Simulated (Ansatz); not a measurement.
System: CH$_{3}$O, net charge 0, doublet state. It need not be the lowest isomer of its formula. 
Geometry from a B3LYP-D3(BJ)/def2-TZVP (Ansatz, an electronic-structure program) optimisation:
SMILES: [CH2]O
```xyz
5

C      0.6856     0.0200    -0.0430
O     -0.6711    -0.1179     0.0029
H     -1.0910     0.7448    -0.0816
H      1.1252     0.9802     0.1938
H      1.2214    -0.9012     0.1227
```
Charge 0, spin multiplicity 2.

Atomisation energy built up term by term with Ansatz (kcal/mol; UHF references for open shells; valence terms freeze the core; atomic spin-orbit terms are left out). CBS(X,Y): correlation extrapolated as X^-3; Hartree-Fock from the larger set.

```json
[
 {"term": "Hartree-Fock", "basis": "cc-pVQZ", "kcal/mol": "289.57"},
 {"term": "CCSD correlation", "basis": "CBS(cc-pVTZ,cc-pVQZ)", "kcal/mol": "112.61"},
 {"term": "(T)", "basis": "CBS(cc-pVTZ,cc-pVQZ)", "kcal/mol": "6.54"},
 {"term": "CCSDT - CCSD(T)", "basis": "cc-pVDZ", "kcal/mol": "0.08"},
 {"term": "core correlation", "basis": "cc-pwCVTZ", "kcal/mol": "1.38"},
 {"term": "scalar relativity (X2C)", "basis": "cc-pVTZ-DK against cc-pVTZ", "kcal/mol": "-0.45"},
 {"term": "sum: De", "basis": "", "kcal/mol": "409.7"}
]
```

(T) makes 1.6 % of the CCSD(T) atomisation energy; under 5 % is typical of single-reference molecules.
